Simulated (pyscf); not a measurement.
This saddle point was located with ωB97X-D3(BJ)/def2-SVP in PySCF.

```
B
O 1 1.4095
H 2 0.9609 1 111.13
H 1 1.2113 2 126.72 3 -57.64
H 1 1.2889 4 116.04 2 172.81
H 5 1.0680 1 67.06 4 -81.41
H 5 1.1200 6 131.00 1 -16.67
```

Surface: singlet, charge 0. Lowest wavenumbers (cm⁻¹): 1125i, 243, 789, 916, 1006.

Question: Name the species on either side of this saddle.

Answer: H₂B–OH + hydrogen (H₂) ⇌ H₂B–OH + hydrogen (H₂), a four-centre exchange read from left to right: B–H, H–H broken and B–H, H–H formed. At ωB97M-D3(BJ)/def2-TZVP it lies +28.7 kcal/mol from the left side and +28.7 kcal/mol from the right (each side as separated species at their lowest minima found). At the saddle there is also a short B–H contact that neither side keeps. One saddle was located; it need not be the lowest between these sides.
